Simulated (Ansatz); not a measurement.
Volume per atom (Å³/atom) of solids drawn from the class of elemental solids other than molecular ones, at two levels: LDA (PAW; Ansatz, a first-principles code), and PBEsol (Ansatz, PAW).

```json
[
 {"solid": "hcp Sc", "LDA": "22.53", "PBEsol": "23.65"},
 {"solid": "hcp Be", "LDA": "7.55", "PBEsol": "7.84"},
 {"solid": "hcp Zn", "LDA": "13.62", "PBEsol": "14.22"},
 {"solid": "hcp Co", "LDA": "10.01", "PBEsol": "10.37"},
 {"solid": "white tin (β-Sn)", "LDA": "26.17", "PBEsol": "26.88"},
 {"solid": "hcp Tl", "LDA": "27.29", "PBEsol": "28.61"},
 {"solid": "hcp Tc", "LDA": "13.77", "PBEsol": "14.00"},
 {"solid": "hcp Os", "LDA": "13.70", "PBEsol": "13.89"},
 {"solid": "double-hcp La", "LDA": "32.21", "PBEsol": "?"},
 {"solid": "hcp Hf", "LDA": "20.83", "PBEsol": "21.61"}
]
```

**Question.** Estimate the withheld PBEsol value from the other rows.

**Answer.** One way: carry over the typical ratio. The ratios PBEsol / LDA of the other rows, in order: 1.0139, 1.0167, 1.0271, 1.0360, 1.0374, 1.0384, 1.0441, 1.0484, 1.0497; median 1.0374. Double-hcp La: 32.21 × 1.0374 = 33.41 Å³/atom; the run gives 33.96 Å³/atom. The ratios spread from 1.0139 to 1.0497, so such an estimate is rough. Double-hcp La lies outside that spread.

Of 10 rows, PBEsol is the larger in 10 and the smaller in 0.

Ansatz's runs of these crystals have no spin polarisation, but for hcp Co.

Density-functional runs with spin start from parallel moments for hcp Co.

Spin–orbit coupling is left out, also for the solids with elements from indium on (white tin (β-Sn), hcp Tl, hcp Os, double-hcp La, hcp Hf); its size isn't shown.

Ansatz's density-functional and Hartree–Fock values are scalar-relativistic unless marked +SOC, with PAW data made under PBE.
